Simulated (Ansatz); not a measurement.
SbH$_{3}$, singlet: the ladder up to RCCSDT(Q)

Geometry: displaced at random from a stationary point.

```yaml
atoms:
  - { symbol: Sb, position_ang: [0.0022, 0.0008, -0.0236] }
  - { symbol: H, position_ang: [1.2437, 0.0210, 0.9562] }
  - { symbol: H, position_ang: [-0.8064, 1.1932, 0.9373] }
  - { symbol: H, position_ang: [-0.7031, -1.3062, 0.9562] }
```

Basis def2-TZVPP with its core potentials; Ansatz 0.2.0. Correlated methods freeze the noble-gas cores and the filled d shells of p-block atoms, which leaves 8 electrons in 83 orbitals. R marks a restricted (for open shells ROHF) determinant. Active spaces: valence = (8e, 7o) chosen from the atoms' valence shells. No spin–orbit coupling is included; scalar relativity enters through the core potentials alone.

Full CI isn't at hand for all of this; RCCSDT(Q) serves as the reference, and is uncertain by about the last step of the cluster series.

```
UHF ⟨S²⟩                          : 0.000
T1 diagnostic (RCCSD)             : 0.0138
largest doubles amplitude (RCCSD) : 0.047
```

```csv
level,E − E(RCCSDT(Q)) (kJ/mol),share of correlation (%),wall time
RHF,457.2,0.00,–
RMP2,89.0,80.53,–
RCCSD,15.5,96.60,–
RCCSD(T),2.6,99.44,15 s
BCCD(T),2.5,99.45,8 s
RCCSDT,0.5,99.89,–
CASSCF (valence space),319.9,30.04,–
NEVPT2 (valence space),82.0,82.06,16 s
```

The correlation energy at RCCSDT(Q), counted from RHF, is -4.739 eV. That run took 3.6 min on 1 thread of Intel Xeon, shared host.

Times hold each run's SCF and search for its determinant on a shared host, so for small cases they say little of a method's own cost; they ran on 1 thread of Intel Xeon.

Natural occupations of CASSCF (valence space) about the gap: 1.996 1.976 1.965 1.959 0.043 0.037 0.025; effectively unpaired electrons, Σ n²(2−n)², 0.03.
